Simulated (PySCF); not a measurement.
**Gas-phase thermal properties of (CH3)3N**

Energies from PySCF (xtb for GFN2), thermal terms from the rigid-rotor harmonic-oscillator model, ideal gas at 1 bar. 6-31G* has spherical d functions here. All species are closed-shell singlets. B3LYP is the form with VWN-RPA correlation. The harmonic model lacks anharmonicity and excited electronic states, which grow with temperature; levels with a mode under 35 cm⁻¹ are left out. Internal rotation in (CH3)3N is treated as a harmonic vibration of one conformer, which makes the entropy rough.

```csv
level,point group,σ,ZPE (kJ/mol),S°298 (J/mol/K),Cp298 (J/mol/K),S°1000 (J/mol/K),H1000 − H298 (kJ/mol)
B3LYP/6-31G*,C3v,3,318.1,287.3,86.4,462.0,110.4
GFN2-xTB,C3v,3,308.9,290.4,88.3,468.8,112.6
HF/6-31G*,C3v,3,339.9,284.3,81.9,449.7,104.7
PBE/def2-SVP,C3v,3,305.4,289.3,89.3,470.1,114.0
PBE0/def2-TZVP,C3v,3,315.7,287.9,87.1,464.2,111.3
```
σ: rotational symmetry number. Electronic degeneracy used: 1. Frequencies are unscaled.
